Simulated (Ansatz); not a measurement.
C₂H₂F₄ (`FCC(F)(F)F`). Total charge 0; spin multiplicity 1.

Cartesian coordinates in Å:
```
F -1.155 1.151 0.704
C 0.076 0.729 0.296
C -0.024 -0.668 -0.279
F -0.835 -0.713 -1.335
F 1.194 -1.063 -0.673
F -0.473 -1.543 0.619
H 0.457 1.399 -0.479
H 0.760 0.708 1.148
```

Give the diagnostics of a CCSD(T)/def2-TZVPP run (frozen core, Ansatz 0.2.0). (Estimate.)

Ansatz gave: T1 = 0.0115, largest single amplitude 0.016, largest double 0.023, (T) share of the correlation energy 3.1 %, 9 CCSD cycles. The RHF solution is stable towards an unrestricted one. T1 lies under the customary mark of 0.02 for closed shells.
